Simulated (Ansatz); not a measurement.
# C4H7FO: the cost of one run

Program: Ansatz 0.2.0. Level of theory: UKS r2SCAN-D4/STO-3G. These are calculated values, not measurements.

## (1) The starting structure

Bond lengths: C1–C2 1.515 Å, C2–C3 1.313 Å, C3–F4 1.381 Å, C2–C5 1.502 Å, C5–O6 1.447 Å, C1–H7 1.053 Å, C1–H8 1.066 Å, C1–H9 1.173 Å, C3–H10 1.126 Å, C5–H11 1.090 Å, C5–H12 1.078 Å, O6–H13 0.940 Å. Angles (14 of 19 angles, heavy atoms first): C1–C2–C3 119.8°, C1–C2–C5 119.5°, C3–C2–C5 120.6°, C2–C3–F4 127.0°, C2–C5–O6 108.2°, C2–C1–H7 114.1°, C2–C1–H8 107.8°, C2–C1–H9 108.0°, C2–C3–H10 125.9°, F4–C3–H10 107.0°, C2–C5–H11 110.0°, C2–C5–H12 112.4°, O6–C5–H11 107.2°, O6–C5–H12 107.2°.

Structure file:

```xyz
13

C    -0.2054   -0.9371    1.2034
C     0.2313   -0.2178   -0.0561
C     1.4888   -0.2620   -0.4307
F     2.0465    0.3436   -1.5392
C    -0.7946    0.4848   -0.8990
O    -1.3485    1.5735   -0.1240
H     0.5780   -1.4197    1.7161
H    -0.9908   -1.6083    0.9404
H    -0.6699   -0.1431    1.9308
H     2.3291   -0.7548    0.1336
H    -1.6148   -0.1944   -1.1318
H    -0.3685    0.9137   -1.7921
H    -0.6608    2.1867    0.0635
```

## (2) Preparing the start

Contents of input.yaml:

```yaml
crystal:
  periodic: [false, false, false]
  atoms:
    - { symbol: C, position_ang: [-0.2054, -0.9371, 1.2034] }
    - { symbol: C, position_ang: [0.2313, -0.2178, -0.0561] }
    - { symbol: C, position_ang: [1.4888, -0.262, -0.4307] }
    - { symbol: F, position_ang: [2.0465, 0.3436, -1.5392] }
    - { symbol: C, position_ang: [-0.7946, 0.4848, -0.899] }
    - { symbol: O, position_ang: [-1.3485, 1.5735, -0.124] }
    - { symbol: H, position_ang: [0.578, -1.4197, 1.7161] }
    - { symbol: H, position_ang: [-0.9908, -1.6083, 0.9404] }
    - { symbol: H, position_ang: [-0.6699, -0.1431, 1.9308] }
    - { symbol: H, position_ang: [2.3291, -0.7548, 0.1336] }
    - { symbol: H, position_ang: [-1.6148, -0.1944, -1.1318] }
    - { symbol: H, position_ang: [-0.3685, 0.9137, -1.7921] }
    - { symbol: H, position_ang: [-0.6608, 2.1867, 0.0635] }
magnetization:
  spin_polarized: true
basis:
  gaussian: { orbitals: STO-3G }
hamiltonian:
  xc: r2scan
  dispersion: d4
relax:
  f_tol: 0.02
  max_steps: 40
```

The run is started by

```console
$ ansatz run input.yaml --threads 1 --pin off --max-ram 2048MiB --backend cpu --events-out ev --progress --plain --runs-dir out
```

What time and memory should one allow on 1 thread of Intel Xeon 6975P-C (Granite Rapids), shared host?

About 39 s, with a peak of 0.22 GiB.
